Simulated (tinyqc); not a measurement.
Inside a calculation (part 2 of 2). Method: CCSD on RHF in the sto-6g basis, frozen core, for H2O, spin multiplicity 1. Computed by tinyqc, a small Python program that keeps every step (integrals from PySCF). Command: `OMP_NUM_THREADS=1 python tinyqc.py 25521 25522 out.jsonl` (the two numbers bound the seeds that draw the settings). One thread of a shared host (Intel(R) Xeon(R) Processor @ 2.60GHz), about 0.3 s of CPU time with the checks.

Geometry (angstrom):
```
atom         x          y         z
O     0.000000   0.000000  0.000000
H     0.000000   0.769000  0.539000
H     0.000000  -0.769000  0.539000
```

## CCSD: convergence

E_corr = 1/4 sum <ij||ab> t_ij^ab + 1/2 sum <ij||ab> t_i^a t_j^b; stop when the norm of the change is below 1e-8.

Course of the amplitude iterations:
```
update  correlation energy (hartree)  norm of the change
0                        -0.03357361                   -
1                        -0.04246701            6.40e-02
2                        -0.04519818            2.32e-02
3                        -0.04673616            9.39e-03
4                        -0.04673473            1.27e-03
5                        -0.04673925            2.48e-04
6                        -0.04673909            2.09e-05
7                        -0.04673922            5.10e-06
8                        -0.04673920            7.38e-07
9                        -0.04673920            1.39e-07
10                       -0.04673920            3.51e-08
11                       -0.04673920            5.50e-09
```

Converged amplitudes (spin orbitals 1a, 1b, ...; amplitudes related by a flip of all spins are not repeated):
```
from      to          t
3a 3b  7a 7b  -0.073890
3a 3b  6a 6b  -0.044194
3a 4b  6b 7a   0.043006
4a 4b  6a 6b  -0.042789
4a 4b  7a 7b  -0.039161
2a 4b  6a 6b  -0.033559
3a 4b  6a 7b  -0.033034
2a 2b  6a 6b  -0.032524
2a 3b  6a 7b  -0.031922
5a 5b  6a 6b  -0.026565
2a 3b  6b 7a   0.020220
2a 2b  7a 7b  -0.016535
4a        6a  -0.013170
2a 3a  6a 7a  -0.011701
5a 5b  7a 7b  -0.010551
3a 4a  6a 7a   0.009972
2a 4b  7a 7b   0.004062
3a        7a  -0.003280
2a        6a  -0.000981
```

CCSD total energy = -75.71959351 hartree

T1 diagnostic, norm of the one-spin t1 over sqrt(correlated electrons) = 0.004811

Converged in 11 updates, with DIIS from the third.
